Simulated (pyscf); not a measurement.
•HN–SiH(Cl)–Cl (SMILES [NH][SiH](Cl)Cl) + H₂ (SMILES [H][H]) -> H₂N–SiH(Cl)–Cl (SMILES N[SiH](Cl)Cl) + H• (SMILES [H]) (hydrogen abstraction; doublet surface; H–H broken, H–N formed). Optimised with ωB97X-D3(BJ)/def2-SVP in PySCF. Energies in kcal/mol from the separated reactants.

```tsv
level	barrier	reaction energy
ωB97X-D3(BJ)/def2-TZVP	7.2	-10.5
r²SCAN/def2-TZVP	___	-7.0
B3LYP-D3(BJ)/def2-TZVP	5.1	-6.6
PBE0-D3(BJ)/def2-TZVP	___	___
M06-2X/def2-TZVP	8.6	-11.4
HF/def2-TZVP	22.5	-5.6
```

Problem. Some entries are withheld; supply them.

Solution. 
- r²SCAN/def2-TZVP, barrier: 4.1
- PBE0-D3(BJ)/def2-TZVP, barrier: 4.0
- PBE0-D3(BJ)/def2-TZVP, reaction energy: -11.6

The functionals in the table span 4.6 kcal/mol in this barrier, from PBE0-D3(BJ) to M06-2X. •HN–SiH(Cl)–Cl lies 21.5 kcal/mol over its isomer H₂N–Si•(Cl)–Cl, and others may lie lower still (electronic energy, ωB97M-D3(BJ)). One saddle was located; it need not be the lowest between these sides. The angle at the transferred H is 158°.
